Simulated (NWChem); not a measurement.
Molecule: SiH₂, singlet; SMILES [SiH2]

```xyz
3

Si     0.0000     0.0000     0.1338
H      1.0934     0.0000    -0.9369
H     -1.0934     0.0000    -0.9369
```
Atoms are numbered in this order, from 1.

Results from NWChem. Low-valent species are run as closed-shell singlets; no triplet was tried in these runs. Geometry: optimised at B3LYP/6-31G* (spherical d). Vertical excitations in the gas phase; the lowest state need not have the same character in each row.

For level PBE/def2-SVPD, full TDDFT:

- lowest state with f > 0.02, singlet (eV): 6.13
- lowest triplet (eV): 0.53
- orbital gap (eV): 1.79

### Question
What are these values for level B3LYP/def2-SVPD, full TDDFT?

### Answer
The lowest state with f > 0.02, singlet (eV) is 6.26 and the lowest triplet (eV) comes out as 0.77. The orbital gap (eV) is 3.39.
